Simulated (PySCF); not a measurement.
Compound: H2O.
SMILES: `O`

Theory: B3LYP/aug-pcSseg-1 in PySCF (dipole) on a GFN2-xTB geometry, gas phase.

Take the most abundant isotopes and a rigid rotor. 

(1) Give the principal moments of inertia and the rotational constants in GHz.

(2) Classify the top.

(3) Give the coordinates in the principal-axis frame, origin at the centre of mass.

(4) Where do the levels up to J = 2 lie, in K?

(5) Which types of transition are allowed, and where do some lines up to J = 2 fall?

## Answers

(1) Ia = 0.58, Ib = 1.20, Ic = 1.78 u·Å²; 505379 MHz·u·Å²/I gives 871841, 420472 and 283666 MHz, that is A = 871.84, B = 420.47, C = 283.67 GHz.

(2) An asymmetric top. Ray's parameter κ = (2B − A − C)/(A − C) = -0.535; −1 is the prolate and +1 the oblate limit.

(3) The sense of each axis is arbitrary; atoms in the order of the calculation.
```tsv
atom	mass (u)	a (Å)	b (Å)	c (Å)
O1	15.995	0.000	-0.064	0.000
H2	1.008	-0.772	0.505	0.000
H3	1.008	0.772	0.505	0.000
```

(4) Above 0(0,0), as E/k:
J = 1: 1(0,1) 33.793, 1(1,1) 55.456, 1(1,0) 62.021
J = 2: 2(0,2) 100.100, 2(1,2) 116.476, 2(1,1) 136.174, 2(2,1) 201.160, 2(2,0) 202.440
Those of J = 1 are B + C, A + C and A + B.

(5) The dipole components are |μa| = 0.00 D, |μb| = 1.81 D, |μc| = 0.00 D; the symmetry axis of this C2v structure is b, so μa and μc vanish by symmetry and there are no a-type or c-type lines. Some lines, for components of 0.1 D or more:

```csv
type,branch,"J(Ka,Kc)",MHz,lower level (cm⁻¹)
b,Q,"1(1,0) ← 1(0,1)",588175,23.488
b,Q,"2(1,1) ← 2(0,2)",751646,69.573
b,R,"2(0,2) ← 1(1,1)",930244,38.544
b,R,"1(1,1) ← 0(0,0)",1155507,0.000
b,Q,"2(2,0) ← 2(1,1)",1380769,94.645
b,R,"2(1,2) ← 1(0,1)",1722838,23.488
b,Q,"2(2,1) ← 2(1,2)",1764525,80.955
b,R,"2(2,1) ← 1(1,0)",2899188,43.107
b,R,"2(2,0) ← 1(1,1)",3062659,38.544
```

GFN2-xTB frequencies: not computed here. Zero-point vibration and centrifugal distortion are left out.

Time: 0.36 s. Hardware: Intel Xeon at 2.30 GHz, one thread, no GPU (shared host). This is the B3LYP/aug-pcSseg-1 job that gave the dipole, with the shieldings it also computed.
